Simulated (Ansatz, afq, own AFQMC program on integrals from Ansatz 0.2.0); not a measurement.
AFQMC, coupled cluster and functionals along a coordinate of HBr + BH$_{2}$, doublet

```yaml
atoms:
  - { symbol: Br, position_ang: [-0.4753, 0.0000, 0.0000] }
  - { symbol: H, position_ang: [0.9453, 0.0000, 0.0000] }
  - { symbol: B, position_ang: [2.8067, 0.0000, 0.0000] }
  - { symbol: H, position_ang: [3.3158, 0.0000, 1.0770] }
  - { symbol: H, position_ang: [3.3158, 0.0000, -1.0770] }
```

A hydrogen atom is moved from one rigid fragment to the other; the Br1–H2 distance tells how far. The two fragments are held close together, so this isn't a minimum-energy path and the start is a compressed complex. Energies in eV count from this geometry (1.421 Å) at the same level; the start stands on UHF, each point on the determinant named.

Basis cc-pVTZ. Noble-gas cores (and the filled d shells of Ga–Kr and In–Xe) are frozen. Ansatz 0.2.0 and our own AFQMC program on the same integrals; the CISD trial comes from CCSD amplitudes, and released means the phaseless constraint is let go. ± is one standard error of the sampling. No spin–orbit coupling.

Cautions, each for one point or more: inner d shell frozen; no relativity below Rb; no spin-orbit coupling; the ph-AFQMC/CISD walk drifts between its halves.

| r(Br1–H2) / Å | det. | T1 | weight | ⟨S²⟩ | CCSD(T) | ph-AFQMC/CISD | released AFQMC | r2SCAN | PBE |
| --- | --- | --- | --- | --- | --- | --- | --- | --- | --- |
| 1.618 | UHF | 0.014 | 0.87 | 0.79 | -0.118 | -0.125 ± 0.007 | -0.114 ± 0.013 | -0.169 | -0.240 |
| 1.717 | UHF | 0.014 | 0.87 | 0.79 | -0.193 | -0.211 ± 0.007 | – | -0.234 | -0.328 |
| 1.816 | UHF | 0.014 | 0.87 | 0.79 | -0.329 | -0.328 ± 0.007 | -0.327 ± 0.011 | -0.335 | -0.436 |
| 2.112 | UHF | 0.011 | 0.88 | 0.76 | -0.654 | -0.653 ± 0.007 | -0.649 ± 0.014 | -0.473 | -0.533 |

Weight is that of the determinant in the CISD state; at the start T1 is 0.010 and the weight 0.88, and ⟨S²⟩ is 0.76. A dash marks a missing value, a released energy that hasn't settled or a functional that sits on another state. Largest departures from phaseless AFQMC with a CISD trial: CCSD(T) 0.018 eV at 1.717 (on UHF), released AFQMC 0.011 eV at 1.618 (on UHF) (within the noise), r2SCAN 0.180 eV at 2.112, PBE 0.120 eV at 2.112. The walk's constraint bias lies outside its error bars, so these are departures and not errors. Functionals count only at points shown to share the start's state and spin.

Some points may be missing: those where a free walk finds a much lower state, and past Zn most of those on another determinant than at the start.

A walk keeps the symmetry of its determinant, which the program's search chose and which needn't be the lowest solution, so a lower state of the same spin and another symmetry isn't excluded. Released energies are given only where the last usable release times agree within the noise; a slower fall can still hide under it.
